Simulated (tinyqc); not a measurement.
Worked calculation: Born-Oppenheimer dynamics on the UHF/sto-3g surface (energies and gradients from PySCF), for NH3+, spin multiplicity 2. Computed by tinyqc, a small Python program that keeps every step (integrals from PySCF). Settings: charge = 1, multiplicity = 2, basis = sto-3g, time step (fs) = 0.5, steps = 24. Command: `OMP_NUM_THREADS=1 python tinyqc.py 20699 20700 out.jsonl` (the two numbers bound the seeds that draw the settings). One thread of a shared host (Intel(R) Xeon(R) Processor @ 2.60GHz), about 3 s of CPU time with the checks.

## Velocity Verlet step 1

positions (bohr), order 1N, 2H, 3H, 4H:
```
[[-0.0057, -0.0529, 0.5140],
 [1.6913, 0.1247, 0.0378],
 [-0.9316, 1.6157, -0.0680],
 [-0.8844, -1.6327, 0.0907]]
```

velocities (bohr per atomic time unit), order 1N, 2H, 3H, 4H:
```
[[0.0000115, -0.0000281, 0.0000208],
 [-0.0001645, 0.0002879, -0.0000652],
 [-0.0000395, 0.0001719, -0.0002522],
 [0.0000435, -0.0000691, 0.0000288]]
```

gradient (hartree/bohr), order 1N, 2H, 3H, 4H:
```
[[0.111614, -0.079735, -0.013015],
 [-0.168219, -0.000470, 0.025005],
 [0.014812, -0.001749, -0.017495],
 [0.041793, 0.081954, 0.005506]]
```

masses (electron masses): [25526.0424, 1837.1526, 1837.1526, 1837.1526]

gradient after step 1 (hartree/bohr), order 1N, 2H, 3H, 4H:
```
[[0.099990, -0.076419, -0.006210],
 [-0.151447, 0.001088, 0.020589],
 [0.013809, 0.000515, -0.018140],
 [0.037648, 0.074815, 0.003761]]
```

dt = 0.5 fs = 20.6707 atomic units; x' = x + v dt - g dt^2 / (2m); after the new gradient g', v' = v - (g + g') dt / (2m).

positions after step 1 (bohr), order 1N, 2H, 3H, 4H:
```
[[-0.0064, -0.0528, 0.5145],
 [1.7075, 0.1307, 0.0335],
 [-0.9342, 1.6195, -0.0712],
 [-0.8884, -1.6437, 0.0907]]
```

velocities after step 1 (bohr per atomic time unit), order 1N, 2H, 3H, 4H:
```
[[-0.0000741, 0.0000351, 0.0000286],
 [0.0016339, 0.0002844, -0.0003217],
 [-0.0002005, 0.0001788, -0.0000518],
 [-0.0004034, -0.0009511, -0.0000234]]
```

## Velocity Verlet step 2

gradient after step 2 (hartree/bohr), order 1N, 2H, 3H, 4H:
```
[[0.065404, -0.063360, 0.010229],
 [-0.105372, 0.005273, 0.008584],
 [0.012741, 0.002029, -0.018125],
 [0.027227, 0.056059, -0.000687]]
```

As before.

positions after step 2 (bohr), order 1N, 2H, 3H, 4H:
```
[[-0.0087, -0.0515, 0.5152],
 [1.7589, 0.1365, 0.0245],
 [-0.9399, 1.6231, -0.0702],
 [-0.9011, -1.6720, 0.0897]]
```

velocities after step 2 (bohr per atomic time unit), order 1N, 2H, 3H, 4H:
```
[[-0.0001411, 0.0000917, 0.0000269],
 [0.0030787, 0.0002486, -0.0004858],
 [-0.0003498, 0.0001645, 0.0001523],
 [-0.0007683, -0.0016873, -0.0000406]]
```

## Energy conservation

The total energy should stay constant up to terms of order dt^2; the step counts as short enough if it moves by less than 2 % of the largest kinetic energy.

Trajectory:
```
time (fs)  1N-2H (angstrom)  potential (hartree)  kinetic (hartree)  total (hartree)
0.0000               0.9374           -55.171313           0.000216       -55.171097
0.5000               0.9470           -55.175074           0.003768       -55.171307
1.0000               0.9758           -55.184398           0.012669       -55.171730
1.5000               1.0178           -55.192819           0.020846       -55.171973
2.0000               1.0656           -55.196137           0.024186       -55.171951
2.5000               1.1124           -55.194106           0.022319       -55.171787
3.0000               1.1533           -55.188871           0.017268       -55.171603
3.5000               1.1849           -55.183114           0.011653       -55.171461
4.0000               1.2051           -55.179023           0.007647       -55.171376
4.5000               1.2128           -55.177946           0.006599       -55.171347
5.0000               1.2075           -55.180355           0.008984       -55.171371
5.5000               1.1896           -55.185865           0.014417       -55.171448
6.0000               1.1602           -55.193242           0.021662       -55.171580
6.5000               1.1213           -55.200433           0.028680       -55.171753
7.0000               1.0760           -55.204847           0.032928       -55.171918
7.5000               1.0291           -55.204214           0.032246       -55.171968
8.0000               0.9867           -55.198225           0.026444       -55.171781
8.5000               0.9562           -55.190112           0.018713       -55.171399
9.0000               0.9436           -55.185669           0.014513       -55.171155
9.5000               0.9520           -55.188420           0.017092       -55.171328
10.0000              0.9793           -55.195871           0.024157       -55.171714
10.5000              1.0196           -55.202243           0.030300       -55.171944
11.0000              1.0658           -55.203707           0.031783       -55.171924
11.5000              1.1114           -55.200109           0.028342       -55.171767
12.0000              1.1514           -55.193553           0.021959       -55.171594
```

The total energy moves within 8.8e-04 hartree; that is over 2 % of the largest kinetic energy, so the time step is too long.
